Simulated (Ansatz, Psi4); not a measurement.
**SClO2F (sulfuryl chloride fluoride): from total energies to a heat of formation**

SClO2F: 5 atoms, total charge 0, spin state singlet. SMILES: `O=S(=O)(F)Cl`. Geometry: relaxed at PBE0-D4/def2-TZVP.

Total energies at M06-L/def2-SVP (Psi4 1.11); the atoms run unrestricted:

| species | state | energy (Eh) |
| --- | --- | --- |
| SClO2F | singlet | -1108.111384 |
| O | triplet | -74.993661 |
| S | triplet | -397.976771 |
| F | doublet | -99.631189 |
| Cl | doublet | -459.991641 |

Harmonic wavenumbers at PBE0-D4/def2-TZVP, in cm⁻¹: 290, 302, 421, 475, 505, 636, 844, 1265, 1507.

Measured heats of formation of the gaseous atoms at 298.15 K, in kJ/mol: O 249.2, S 277.0, F 79.4, Cl 121.3. Spin-orbit lowering of the atoms at 298 K (mean of the ground term's levels less their thermal mean, from spectra), in kJ/mol: O 0.40, S 1.88, F 1.29, Cl 3.44. Take 1 Eh = 2625.50 kJ/mol, 1 cm⁻¹ = 0.0119627 kJ/mol, RT = 2.479 kJ/mol.

Problem. Work out the heat of formation of the gas at 298 K.

Solution. 
1. Electronic atomisation energy: 2 × (-74.993661) + (-397.976771) + (-99.631189) + (-459.991641) − (-1108.111384) = 0.524461 Eh = 1377.0 kJ/mol.
2. Zero-point energy: half the sum of the wavenumbers, 3122.5 cm⁻¹ = 37.4 kJ/mol.
3. Thermal vibrational enthalpy, Σ hcν̃/(exp(hcν̃/kT) − 1): 4.8 kJ/mol. Translation, rotation and pV of a non-linear molecule: 4 RT = 9.9 kJ/mol.
4. The 5 free atoms carry 5/2 RT each: 31.0 kJ/mol.
5. Spin-orbit coupling lowers the free atoms by 2 × 0.40 + 1.88 + 1.29 + 3.44 = 7.4 kJ/mol.
6. Atomisation enthalpy at 298 K: 1377.0 − 7.4 − 37.4 − 4.8 − 9.9 + 31.0 = 1348.5 kJ/mol.
7. Sum of the atoms' heats of formation: 976.1 kJ/mol. Heat of formation: 976.1 − 1348.5 = -372.4 kJ/mol.

The tabulated value is -556.5 kJ/mol (NIST-JANAF tables; in doubt, as an older value, an estimate or one at odds with other calculations), so this level is off by +184.1 kJ/mol, or 12.0 % of the atomisation enthalpy that the table implies (1532.6 kJ/mol). Anharmonicity and any spin-orbit splitting of the molecule are left out.
